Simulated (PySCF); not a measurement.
nitrous oxide (N₂O), SMILES N#[N+][O-]. Geometry: PBE0-D3(BJ)/def2-TZVP.

Q: Give the equilibrium geometry at PBE0-D3(BJ)/def2-TZVP (PySCF confirms it by a frequency run) as Cartesian coordinates in Å, and its point group. (Estimate from the structure and the level; the computed values follow.)

A: point group C∞v.
```xyz
3

N      0.0000     0.0000    -1.1894
N      0.0000     0.0000    -0.0713
O      0.0000     0.0000     1.1031
```
Charge 0, spin multiplicity 1.
